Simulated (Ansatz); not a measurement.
The inner images of a band of H₅OPSi (8 atoms, charge 0, multiplicity 1) are given out of order.

Level of theory: Ansatz, RKS PBE/def2-mTZVP.

Image 0:

```xyz
8
Properties=species:S:1:pos:R:3
O -1.111 0.286 -1.534
P -0.449 1.131 -0.203
Si 0.559 -0.634 0.848
H -2.019 0.618 -1.664
H 0.779 1.566 -0.826
H 1.518 -0.063 1.850
H 1.298 -1.532 -0.097
H -0.483 -1.430 1.570
```

Image 6:

```xyz
8
Properties=species:S:1:pos:R:3
O -1.387 0.567 -1.436
P -0.602 1.254 -0.098
Si 0.396 -0.577 0.863
H -0.814 -0.049 -1.933
H 0.639 1.694 -0.702
H 1.476 -0.108 1.792
H 0.999 -1.476 -0.180
H -0.614 -1.362 1.639
```

Question: Put them in order from the first end to the last, with their energies above the first end.
A.
```xyz
8
Properties=species:S:1:pos:R:3
O -1.599 0.713 -1.162
P -0.529 1.242 0.044
Si 0.513 -0.673 0.779
H -1.149 0.264 -1.902
H 0.602 1.648 -0.762
H 1.625 -0.230 1.684
H 1.087 -1.533 -0.310
H -0.459 -1.488 1.572
```
B.
```xyz
8
Properties=species:S:1:pos:R:3
O -1.508 0.320 -1.164
P -0.547 1.178 -0.032
Si 0.551 -0.638 0.854
H -1.354 0.656 -2.067
H 0.587 1.509 -0.873
H 1.611 -0.126 1.785
H 1.178 -1.501 -0.198
H -0.426 -1.455 1.639
```
C.
```xyz
8
Properties=species:S:1:pos:R:3
O -1.324 0.177 -1.291
P -0.555 1.133 -0.094
Si 0.548 -0.627 0.875
H -1.594 0.746 -2.035
H 0.648 1.512 -0.817
H 1.574 -0.063 1.811
H 1.217 -1.479 -0.160
H -0.422 -1.457 1.655
```
D.
```xyz
8
Properties=species:S:1:pos:R:3
O -1.612 0.556 -1.132
P -0.528 1.204 0.012
Si 0.542 -0.667 0.820
H -1.218 0.484 -2.020
H 0.573 1.562 -0.854
H 1.629 -0.184 1.739
H 1.144 -1.544 -0.239
H -0.437 -1.469 1.619
```
E.
```xyz
8
Properties=species:S:1:pos:R:3
O -1.150 0.186 -1.455
P -0.529 1.107 -0.155
Si 0.542 -0.633 0.872
H -1.833 0.718 -1.904
H 0.712 1.558 -0.752
H 1.548 -0.037 1.811
H 1.237 -1.504 -0.128
H -0.435 -1.452 1.655
```

Answer: E (+0.023 eV), C (+0.093 eV), B (+0.138 eV), D (+0.097 eV), A (+0.036 eV).

Run time: 100 s on 1 thread of Arm Neoverse V1 (shared host), peak memory 0.14 GiB.
